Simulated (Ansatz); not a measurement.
Basis-set extrapolation for C3H4FNS (`C#CC(N)(F)S`) (PBE0-D4/def2-TZVP geometry, frozen core, Ansatz). Multiplicity 1, RHF reference.

```
                      def2-TZVPP   def2-QZVPP
                 HF  -667.389404  -667.412214
    MP2 correlation    -1.101335    -1.186641
CCSD(T) correlation    -1.182904      not run
```

Energies in hartree. Use E(X) = E(∞) + A·exp(−7.88·√X) for Hartree–Fock and E(X) = E(∞) + B·X^(−2.97) for correlation, with X = 3 and 4, and add CCSD(T) minus MP2 of the smaller set to the MP2 limit.

**Question.** What is the CCSD(T) energy at the basis-set limit?

**Answer.** HF limit: -667.412214 + (-0.022810) × 0.13774 = -667.41536. MP2 limit: -1.186641 + (-0.085306) × 0.74074 = -1.24983. Higher-order term: -1.182904 − (-1.101335) = -0.08157. Total: -668.74676 hartree, 109.5 kcal/mol below CCSD(T)/def2-TZVPP.
